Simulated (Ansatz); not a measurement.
Molecule: C$_{2}$H, net charge -1, singlet state. It need not be the lowest isomer of its formula. Whether it binds its extra electron was not tested at this geometry. 
Geometry from a B3LYP-D3(BJ)/def2-TZVP (Ansatz, a first-principles code) optimisation:
```
C
C 1 1.2385
H 1 1.0683 2 180.00
```
Charge -1, spin multiplicity 1.

Basis-set convergence of Hartree-Fock and MP2 correlation energies (hartree) with Ansatz. Valence correlation only, unless marked. Spin-orbit coupling is left out. No relativistic terms. This anion needs diffuse functions, which these sets lack.

| basis | functions | E(HF) | E(corr, MP2) |
|---|---|---|---|
| cc-pVDZ | 33 | -76.19604 | -0.25348 |
| cc-pVTZ | 74 | -76.22527 | -0.31112 |
| cc-pVQZ | 140 | -76.23435 | -0.33242 |
| cc-pV5Z | 237 | ? | ? |

Fill in the missing entries.


- cc-pV5Z, E(HF): -76.23804
- cc-pV5Z, E(corr, MP2): -0.34107
